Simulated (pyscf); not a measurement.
Single points on ωB97X-D3(BJ)/def2-SVP structures (PySCF, gas phase).

Q: For the elementary gas-phase step `[O]=[SiH][OH]` + `[ClH]` → `[O]=[SiH][Cl]` + `[OH2]` (singlet surface; O–Si, Cl–H broken, Cl–Si, H–O formed), what barrier and reaction energy does HF/def2-TZVP give, measured from the separated reactants?

A: ΔE‡ = 20.2 kcal/mol, ΔE = +9.2 kcal/mol. CCSD(T)/def2-TZVPP + ΔMP2(QZVPP) gives 7.5 kcal/mol and +6.1 kcal/mol. Zero-point energy shifts the barrier by +0.7 kcal/mol. It is a four-centre exchange, with an imaginary mode of 807i cm⁻¹. On the reactant side the descent ends in a complex, 5.0 kcal/mol under the separated species and 9.1 kcal/mol under the saddle at ωB97X-D3(BJ)/def2-TZVP. On the product side the descent ends in an adduct with a O–Si contact, 24.2 kcal/mol under the separated species and 23.1 kcal/mol under the saddle at ωB97X-D3(BJ)/def2-TZVP. What is counted as broken (O–Si) persists as a longer contact in the product adduct; parting that adduct is a step of its own. At ωB97X-D3(BJ) the barrier from the zero used here is 4.1 kcal/mol. O=SiH–OH lies 9.8 kcal/mol over its isomer HO–Si:–OH [singlet] (electronic energy, ωB97M-D3(BJ)). O=SiH–Cl lies 15.5 kcal/mol over its isomer HO–Si:–Cl [singlet] (electronic energy, ωB97M-D3(BJ)). This is the saddle that the search found; another between the same sides may lie lower. The CCSD(T) − MP2 part came from Ansatz, without density fitting, on the same reference.
